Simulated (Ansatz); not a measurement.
**BSiP (triplet): from Hartree-Fock to the top rungs, def2-QZVPP**

One table from this session's results is given with a row withheld; the runs are named, their logs left out.

Method: def2-QZVPP, core rule «outside noble gas», up to 11 orbitals frozen; program: Ansatz 0.2.0, Gaussian basis.

The runs, in order: UHF; ROHF; CCSD(T) on UHF.

2 further runs of the same task are left out: 2 set aside as unsound or not needed.

## What is computed

The geometry is a PBE0/def2-TZVP stationary point (not a proven minimum).

3 atoms, charge 0, spin multiplicity 3.

Atoms are counted from 1 here; the program's logs count them from 0.

Bond lengths: B1–P2 1.813 Å, B1–Si3 2.032 Å, P2–Si3 2.135 Å. Angles: P2–B1–Si3 67.2°, B1–P2–Si3 61.3°, B1–Si3–P2 51.5°.

The first run:

in.yaml reads:

```yaml
crystal:
  periodic: [false, false, false]
  atoms:
    - {symbol: B, position_ang: [0.000000, -1.336957, 0.188448]}
    - {symbol: P, position_ang: [0.000000, 0.294228, 0.979363]}
    - {symbol: Si, position_ang: [0.000000, 0.190151, -1.152618]}
basis:
  gaussian: {orbitals: "def2-QZVPP.json"}
magnetization: {spin_polarized: true, initial_magnetization: 2}
hamiltonian: {xc: hf}
output: {orbitals: {seedname: orbitals}}
```

On the command line:

```console
$ ansatz run in.yaml --threads 1 --pin off --events-out ev --progress --plain --max-ram 2393MiB
```

Steps of the session up to this table: UHF; ROHF; CCSD(T) on UHF.

One table of the session follows, with a row left open; its other results are not shown here.

It belongs to the step «Misses and costs». 

```
  method  from UCCSD(T) (meV)
    ROHF             +10214.0
     UHF              +9979.7
    UMP2                    ?
   UCCSD               +723.8
UCCSD(T)                    0
```

Q: Estimate the row for UMP2 from the others.

**Answer.** from UCCSD(T) (meV): +1347.2. In the column «from UCCSD(T) (meV)» it lies between UCCSD (+723.8) and UHF (+9979.7).
